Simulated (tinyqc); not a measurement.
Worked calculation (part 3 of 3): RHF in the sto-6g basis, for CH3-, spin multiplicity 1. The basis has no diffuse functions, so it cannot describe the extra electron: this is an exercise in the method, not the real anion. Computed by tinyqc, a small Python program that keeps every step (integrals from PySCF). Command: `OMP_NUM_THREADS=1 python tinyqc.py 24964 24965 out.jsonl` (the two numbers bound the seeds that draw the settings). One thread of a shared host (Intel(R) Xeon(R) Processor @ 2.60GHz), about 0.2 s of CPU time with the checks.

Geometry (angstrom):
```
atom          x          y         z
C      0.000000   0.000000  0.010000
H      1.158000   0.000000  0.000000
H     -0.579000   1.003000  0.000000
H     -0.579000  -1.003000  0.000000
```

## Convergence

Stop when the energy changes by less than 1e-09 hartree and every element of the error matrix X^T (F D S - S D F) X is below 9e-06.

Course of the cycle:
```
iteration   E (hartree)     change  largest element of the error matrix
1          -38.76574189          -                             5.40e-01
2          -39.15539670  -3.90e-01                             7.48e-02
3          -39.16380793  -8.41e-03                             1.28e-02
4          -39.16430613  -4.98e-04                             2.23e-03
5          -39.16431852  -1.24e-05                             4.52e-05
6          -39.16431852  -4.50e-09                             1.72e-05
7          -39.16431852  -6.13e-10                             3.67e-06
```

PySCF RHF in the same basis = -39.16431852 hartree

Converged in 7 iterations.

## Populations, bond orders and dipole

D after iteration 7, order 1C 1s, 1C 2s, 1C 2px, 1C 2py, 1C 2pz, 2H 1s, 3H 1s, 4H 1s:
$$\begin{pmatrix}
2.059733 & -0.187325 & -0.000002 & 0.000000 & -0.004829 & -0.115669 & -0.115665 & -0.115665 \\
-0.187325 & 0.680154 & -0.000013 & 0.000000 & 0.024621 & 0.313298 & 0.313339 & 0.313339 \\
-0.000002 & -0.000013 & 0.387916 & 0.000000 & 0.000000 & 0.519868 & -0.259947 & -0.259947 \\
0.000000 & 0.000000 & 0.000000 & 0.387886 & 0.000000 & 0.000000 & 0.450208 & -0.450208 \\
-0.004829 & 0.024621 & 0.000000 & 0.000000 & 1.999648 & -0.009123 & -0.009124 & -0.009124 \\
-0.115669 & 0.313298 & 0.519868 & 0.000000 & -0.009123 & 0.841672 & -0.203394 & -0.203394 \\
-0.115665 & 0.313339 & -0.259947 & 0.450208 & -0.009124 & -0.203394 & 0.841718 & -0.203369 \\
-0.115665 & 0.313339 & -0.259947 & -0.450208 & -0.009124 & -0.203394 & -0.203369 & 0.841718
\end{pmatrix}$$

overlap S, order 1C 1s, 1C 2s, 1C 2px, 1C 2py, 1C 2pz, 2H 1s, 3H 1s, 4H 1s:
$$\begin{pmatrix}
1.000000 & 0.243228 & 0.000000 & 0.000000 & 0.000000 & 0.055273 & 0.055257 & 0.055257 \\
0.243228 & 1.000000 & 0.000000 & 0.000000 & 0.000000 & 0.452970 & 0.452902 & 0.452902 \\
0.000000 & 0.000000 & 1.000000 & 0.000000 & 0.000000 & 0.443189 & -0.221548 & -0.221548 \\
0.000000 & 0.000000 & 0.000000 & 1.000000 & 0.000000 & 0.000000 & 0.383787 & -0.383787 \\
0.000000 & 0.000000 & 0.000000 & 0.000000 & 1.000000 & -0.003827 & -0.003826 & -0.003826 \\
0.055273 & 0.452970 & 0.443189 & 0.000000 & -0.003827 & 1.000000 & 0.118797 & 0.118797 \\
0.055257 & 0.452902 & -0.221548 & 0.383787 & -0.003826 & 0.118797 & 1.000000 & 0.118756 \\
0.055257 & 0.452902 & -0.221548 & -0.383787 & -0.003826 & 0.118797 & 0.118756 & 1.000000
\end{pmatrix}$$

Mulliken: Z minus the diagonal of D S on the atom; Loewdin: the same with S^(1/2) D S^(1/2); Mayer order: 2 sum_s sum (D(s) S)_ij (D(s) S)_ji over the two atoms.

Charges (e):
```
atom   Mulliken    Loewdin
1C    -0.522029  -0.586014
2H    -0.159302  -0.137974
3H    -0.159334  -0.138006
4H    -0.159334  -0.138006
```

Mayer bond orders:
```
pair     order
2-1   0.951641
3-1   0.951628
3-2   0.011491
4-1   0.951628
4-2   0.011491
4-3   0.011494
```

dipole moment about the origin, x y z (debye): [0.000111, 0.000000, -0.080743]
